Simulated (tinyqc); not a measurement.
Orbital energy against energy difference: ionisation energy by orbital energies and by energy differences in the cc-pvdz basis, for HF, spin multiplicity 1. Computed by the program tinyqc with PySCF. Command: `OMP_NUM_THREADS=1 python tinyqc.py 111093 111094 out.jsonl`; one thread of a shared host (Intel(R) Xeon(R) Processor @ 2.60GHz), about 6 s.

Geometry (angstrom):
```
atom       x       y       z
F     0.0000  0.0000  0.0000
H     0.0000  0.0000  0.8400
```

CCSD(T) difference in the same basis = 15.7653 eV

IP-EOM-CCSD = 15.5346 eV

The cation is unrestricted; errors are against CCSD(T) in this basis, not against experiment.

First vertical ionisation energy (eV):
```
method     -e(HOMO)  E(cation) - E  error of -e(HOMO)  error of the difference
HF          17.3366      14.510354             1.5713                  -1.2549
LDA          8.6415      16.519109            -7.1238                   0.7538
PBE          8.5005      16.084445            -7.2648                   0.3192
B3LYP       10.5521      16.142769            -5.2132                   0.3775
PBE0        10.9996      16.014913            -4.7657                   0.2496
CAM-B3LYP   12.5059      16.136850            -3.2594                   0.3716
LC-wPBE     13.8565      16.198840            -1.9087                   0.4336
```

Koopmans errs by +1.57 eV and Delta-HF by -1.25 eV: relaxation, 2.83 eV, lowers the value and the missing correlation difference works against it. The PBE level is off by -7.3 eV through the wrong tail of its potential, though its energy difference is off by +0.32 eV; exact exchange deepens the level, and among the orbital energies HF comes closest; among the differences PBE0 does.
